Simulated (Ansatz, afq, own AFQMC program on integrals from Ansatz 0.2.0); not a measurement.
SiH2, singlet in cc-pVDZ, levels against full CI

```xyz
3

Si    0.0000   -0.1247    0.0000
H     0.0000    1.7367   -1.9010
H     0.0000    1.7367    1.9010
```

Basis cc-pVDZ. Noble-gas cores (and the filled d shells of Ga–Kr and In–Xe) are frozen. Ansatz 0.2.0 and our own AFQMC program on the same integrals; the CISD trial comes from CCSD amplitudes, and released means the phaseless constraint is let go. Uncertainties: one standard error, sampling alone.

Determinant: RHF, the one that the program's search chose, which needn't be the lowest solution. The geometry is a point of a scan.

Full CI on the same integrals is exact in this basis and with this determinant's frozen core.

Cautions: restricted determinant unstable towards unrestricted (UHF 1.96 eV lower, ⟨S²⟩ 1.59); strong correlation (T1 0.057, weight of the determinant 0.72, largest double 0.21); the released energies are still falling, so no released level is given (meV from the phaseless value at times in 1/Eh: -12 ± 9 at 0.24, -21 ± 7 at 0.51, -43 ± 8 at 0.99, -50 ± 8 at 1.62, -62 ± 6 at 2.40).

```
T1 diagnostic                               : 0.0567
weight of the determinant in the CISD state : 0.725
size of the correlated space                : 6 electrons in 23 orbitals
```

Reference: full CI, correlation energy -4.839 eV. The cautions show a poor starting determinant, so the rows tell how each method copes with it here, and full CI is the sure value.

```tsv
level	E − E(reference) (kJ/mol)	share of correlation (%)
HF	466.9	0.00
MP2	180.0	61.45
CCSD	28.1	93.98
CCSD(T)	3.4	99.28
CCSDT	-1.3	100.28
CCSDT(Q)	-0.8	100.17
CCSDTQ	-0.2	100.04
ph-AFQMC/CISD	11.2 ± 0.8	97.61
```

CCSDT and higher add their correlation energy to the determinant of the CCSD(T) run, since their own runs factorise the integrals more tightly (a shift of under 2 meV). A walk keeps the symmetry of its determinant, which the program's search chose and which needn't be the lowest solution, so a lower state of the same spin and another symmetry isn't excluded.
